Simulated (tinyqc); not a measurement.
Worked calculation (part 2 of 2): RKS/BP86 in the sto-6g basis, for H2O, spin multiplicity 1. Computed by tinyqc, a small Python program that keeps every step (integrals from PySCF). Command: `OMP_NUM_THREADS=1 python tinyqc.py 29667 29668 out.jsonl` (the two numbers bound the seeds that draw the settings). One thread of a shared host (Intel(R) Xeon(R) Processor @ 2.60GHz), about 1 s of CPU time with the checks.

Geometry (angstrom):
```
atom         x          y         z
O     0.000000   0.000000  0.000000
H     0.000000   0.686000  0.618000
H     0.000000  -0.686000  0.618000
```

## Iteration 2: diagonalisation and new density

Kohn-Sham matrix F (hartree), order 1O 1s, 1O 2s, 1O 2px, 1O 2py, 1O 2pz, 2H 1s, 3H 1s:
```
[[-17.675228, -4.365530, 0.000178, 0.001604, -0.021552, -1.130648, -1.130846],
 [-4.365530, -1.378747, 0.000602, 0.011770, -0.251216, -0.662514, -0.667804],
 [0.000178, 0.000602, 0.404582, -0.000032, 0.000121, 0.000210, 0.000236],
 [0.001604, 0.011770, -0.000032, 0.252460, -0.000353, -0.162323, 0.173207],
 [-0.021552, -0.251216, 0.000121, -0.000353, 0.274053, -0.245461, -0.247209],
 [-1.130648, -0.662514, 0.000210, -0.162323, -0.245461, -0.395209, -0.325588],
 [-1.130846, -0.667804, 0.000236, 0.173207, -0.247209, -0.325588, -0.397758]]
```

X, order 1O 1s, 1O 2s, 1O 2px, 1O 2py, 1O 2pz, 2H 1s, 3H 1s:
```
[[-0.280186, 0.000000, 0.765304, 0.000000, -0.619873, 0.000000, 0.135946],
 [1.222835, 0.000000, -0.318942, 0.000000, -0.316962, 0.000000, 0.400333],
 [0.000000, 0.000000, 0.000000, 1.000000, 0.000000, 0.000000, 0.000000],
 [0.000000, -0.914270, 0.000000, 0.000000, 0.000000, 0.718619, 0.000000],
 [0.611104, 0.000000, 0.638508, 0.000000, 0.633953, 0.000000, 0.200088],
 [-0.768313, 0.921693, -0.139427, 0.000000, 0.112909, 0.356415, 0.373367],
 [-0.768313, -0.921693, -0.139427, 0.000000, 0.112909, -0.356415, 0.373367]]
```

D after iteration 1, order 1O 1s, 1O 2s, 1O 2px, 1O 2py, 1O 2pz, 2H 1s, 3H 1s:
```
[[2.122770, -0.554312, -0.000827, 0.002340, -0.019105, 0.049649, 0.049617],
 [-0.554312, 2.471823, 0.008801, -0.008306, 0.025150, -0.221376, -0.168435],
 [-0.000827, 0.008801, 1.999934, -0.001675, 0.005594, -0.006700, -0.012600],
 [0.002340, -0.008306, -0.001675, 1.940043, -0.099119, 0.067197, -0.022964],
 [-0.019105, 0.025150, 0.005594, -0.099119, 1.893465, 0.211139, -0.052399],
 [0.049649, -0.221376, -0.006700, 0.067197, 0.211139, 0.047014, 0.008369],
 [0.049617, -0.168435, -0.012600, -0.022964, -0.052399, 0.008369, 0.013325]]
```

overlap S, order 1O 1s, 1O 2s, 1O 2px, 1O 2py, 1O 2pz, 2H 1s, 3H 1s:
```
[[1.000000, 0.231145, 0.000000, 0.000000, 0.000000, 0.059899, 0.059899],
 [0.231145, 1.000000, 0.000000, 0.000000, 0.000000, 0.499227, 0.499227],
 [0.000000, 0.000000, 1.000000, 0.000000, 0.000000, 0.000000, 0.000000],
 [0.000000, 0.000000, 0.000000, 1.000000, 0.000000, 0.300317, -0.300317],
 [0.000000, 0.000000, 0.000000, 0.000000, 1.000000, 0.270548, 0.270548],
 [0.059899, 0.499227, 0.000000, 0.300317, 0.270548, 1.000000, 0.307613],
 [0.059899, 0.499227, 0.000000, -0.300317, 0.270548, 0.307613, 1.000000]]
```

A level shift of 0.2 hartree raises the virtual space: F + shift (S - S D(s) S), with D(s) the density of one spin (D/2). Diagonalise F' = X^T F X, C = X C', fill 5 alpha and 5 beta electrons from the bottom; D = 2 C_occ C_occ^T. Each column has its largest component positive (the first on a tie).

F' = X^T F X (hartree):
```
[[0.554758, -0.001849, 1.116586, -0.000516, -0.836586, 0.007925, 0.243908],
 [-0.001849, 0.832612, -0.004666, -0.000270, -0.006692, -0.262374, -0.008664],
 [1.116586, -0.004666, -7.733024, -0.000290, 8.277983, -0.005359, -3.250899],
 [-0.000516, -0.000270, -0.000290, 0.404589, -0.000074, -0.000149, 0.000994],
 [-0.836586, -0.006692, 8.277983, -0.000074, -8.092959, -0.006539, 3.328461],
 [0.007925, -0.262374, -0.005359, -0.000149, -0.006539, -0.036996, 0.004724],
 [0.243908, -0.008664, -3.250899, 0.000994, 3.328461, 0.004724, -1.909667]]
```

orbital energies (hartree): [-17.680951, -0.549747, -0.110404, 0.263142, 0.404589, 0.786742, 0.905944]

coefficients C, order 1O 1s, 1O 2s, 1O 2px, 1O 2py, 1O 2pz, 2H 1s, 3H 1s:
```
[[0.995195, -0.177947, 0.004815, -0.177068, -0.000258, -0.115929, -0.004904],
 [0.023297, 0.561963, -0.027187, 0.905882, 0.001482, 0.847898, 0.033802],
 [-0.000010, -0.000970, 0.000398, 0.000624, 0.999998, -0.001774, 0.000396],
 [-0.000107, -0.010396, 0.446691, 0.021275, -0.000704, -0.044268, 1.072496],
 [0.004648, 0.242701, 0.018002, -0.551768, 0.002198, 0.925976, 0.044023],
 [-0.006185, 0.301770, 0.605520, -0.343808, -0.000655, -0.702012, -0.818330],
 [-0.006205, 0.299418, -0.575142, -0.372477, -0.000919, -0.770796, 0.764920]]
```

D after iteration 2, order 1O 1s, 1O 2s, 1O 2px, 1O 2py, 1O 2pz, 2H 1s, 3H 1s:
```
[[2.106910, -0.474697, -0.000407, 0.000255, 0.118449, 0.007877, 0.007458],
 [-0.474697, 2.275418, 0.002982, 0.002566, -0.727651, -0.316946, -0.307337],
 [-0.000407, 0.002982, 1.999993, -0.001007, 0.003251, -0.001843, -0.003341],
 [0.000255, 0.002566, -0.001007, 0.400187, -0.012446, 0.520058, -0.535893],
 [0.118449, -0.727651, 0.003251, -0.012446, 0.727404, 0.547625, 0.535610],
 [0.007877, -0.316946, -0.001843, 0.520058, 0.547625, 1.151924, -0.259609],
 [0.007458, -0.307337, -0.003341, -0.535893, 0.535610, -0.259609, 1.118435]]
```

## Iteration 20 (converged): orbitals

converged F (hartree), order 1O 1s, 1O 2s, 1O 2px, 1O 2py, 1O 2pz, 2H 1s, 3H 1s:
```
[[-18.719676, -4.576972, 0.000000, 0.000000, -0.024338, -1.185961, -1.185961],
 [-4.576972, -1.857974, 0.000000, 0.000000, -0.195623, -0.810422, -0.810422],
 [0.000000, 0.000000, -0.083183, 0.000000, 0.000000, 0.000000, 0.000000],
 [0.000000, 0.000000, 0.000000, -0.224930, 0.000000, -0.233752, 0.233752],
 [-0.024338, -0.195623, 0.000000, 0.000000, -0.198506, -0.279177, -0.279177],
 [-1.185961, -0.810422, 0.000000, -0.233752, -0.279177, -0.474158, -0.366703],
 [-1.185961, -0.810422, 0.000000, 0.233752, -0.279177, -0.366703, -0.474158]]
```

Diagonalise F' = X^T F X, C = X C', fill 5 alpha and 5 beta electrons from the bottom; D = 2 C_occ C_occ^T. Each column has its largest component positive (the first on a tie).

F' = X^T F X (hartree):
```
[[0.086327, 0.000000, 1.169737, 0.000000, -0.939120, 0.000000, 0.130601],
 [0.000000, 0.417323, 0.000000, 0.000000, 0.000000, -0.080127, 0.000000],
 [1.169737, 0.000000, -8.514858, 0.000000, 8.506962, 0.000000, -3.362203],
 [0.000000, 0.000000, 0.000000, -0.083183, 0.000000, 0.000000, 0.000000],
 [-0.939120, 0.000000, 8.506962, 0.000000, -8.813456, 0.000000, 3.500202],
 [0.000000, -0.080127, 0.000000, 0.000000, 0.000000, -0.382938, 0.000000],
 [0.130601, 0.000000, -3.362203, 0.000000, 3.500202, 0.000000, -2.225723]]
```

orbital energies (hartree): [-18.724154, -0.884105, -0.390882, -0.193032, -0.083183, 0.333581, 0.425267]

coefficients C, order 1O 1s, 1O 2s, 1O 2px, 1O 2py, 1O 2pz, 2H 1s, 3H 1s:
```
[[0.995837, -0.211639, 0.000000, 0.126881, 0.000000, -0.119734, 0.000000],
 [0.020335, 0.772287, 0.000000, -0.662431, 0.000000, 0.906712, 0.000000],
 [0.000000, 0.000000, 0.000000, 0.000000, 1.000000, 0.000000, 0.000000],
 [0.000000, 0.000000, 0.624912, 0.000000, 0.000000, 0.000000, 0.980707],
 [0.004373, 0.233028, 0.000000, 0.727784, 0.000000, 0.799425, 0.000000],
 [-0.005516, 0.173043, 0.445609, 0.269914, 0.000000, -0.811830, -0.882033],
 [-0.005516, 0.173043, -0.445609, 0.269914, 0.000000, -0.811830, 0.882033]]
```

D after iteration 20, order 1O 1s, 1O 2s, 1O 2px, 1O 2py, 1O 2pz, 2H 1s, 3H 1s:
```
[[2.105165, -0.454492, 0.000000, 0.000000, 0.094759, -0.015737, -0.015737],
 [-0.454492, 2.071312, 0.000000, 0.000000, -0.604106, -0.090545, -0.090545],
 [0.000000, 0.000000, 2.000000, 0.000000, 0.000000, 0.000000, 0.000000],
 [0.000000, 0.000000, 0.000000, 0.781031, 0.000000, 0.556933, -0.556933],
 [0.094759, -0.604106, 0.000000, 0.000000, 1.167982, 0.473477, 0.473477],
 [-0.015737, -0.090545, 0.000000, 0.556933, 0.473477, 0.602790, -0.191479],
 [-0.015737, -0.090545, 0.000000, -0.556933, 0.473477, -0.191479, 0.602790]]
```

## Convergence

Stop when the energy changes by less than 1e-08 hartree and every element of the error matrix X^T (F D S - S D F) X is below 3e-05.

Course of the cycle:
```
iteration   E (hartree)     change  largest element of the error matrix
1          -41.61682825          -                             1.13e+01
2          -75.12879116  -3.35e+01                             9.52e-01
3          -75.84026067  -7.11e-01                             5.47e-01
4          -75.97362122  -1.33e-01                             3.19e-01
5          -76.01457159  -4.10e-02                             1.72e-01
6          -76.02673485  -1.22e-02                             9.77e-02
7          -76.03052083  -3.79e-03                             5.37e-02
8          -76.03167541  -1.15e-03                             3.00e-02
9          -76.03203341  -3.58e-04                             1.66e-02
10         -76.03214386  -1.10e-04                             9.25e-03
11         -76.03217799  -3.41e-05                             5.13e-03
12         -76.03218851  -1.05e-05                             2.85e-03
13         -76.03219176  -3.25e-06                             1.58e-03
14         -76.03219277  -1.00e-06                             8.81e-04
15         -76.03219308  -3.09e-07                             4.89e-04
16         -76.03219317  -9.55e-08                             2.72e-04
17         -76.03219320  -2.95e-08                             1.51e-04
18         -76.03219321  -9.10e-09                             8.39e-05
19         -76.03219321  -2.81e-09                             4.66e-05
20         -76.03219321  -8.67e-10                             2.59e-05
```

PySCF RKS in the same basis, fine grid = -76.02165640 hartree

Converged in 20 iterations. The coarse grid moves the energy by -1.05e-02 hartree.

## Populations, bond orders and dipole

Mulliken: Z minus the diagonal of D S on the atom; Loewdin: the same with S^(1/2) D S^(1/2); Mayer order: 2 sum_s sum (D(s) S)_ij (D(s) S)_ji over the two atoms.

Charges (e):
```
atom   Mulliken    Loewdin
1O    -0.413802  -0.283347
2H     0.206901   0.141674
3H     0.206901   0.141674
```

Mayer bond orders:
```
pair     order
2-1   0.948846
3-1   0.948846
3-2   0.008346
```

dipole moment about the origin, x y z (debye): [0.000000, 0.000000, 1.806205]
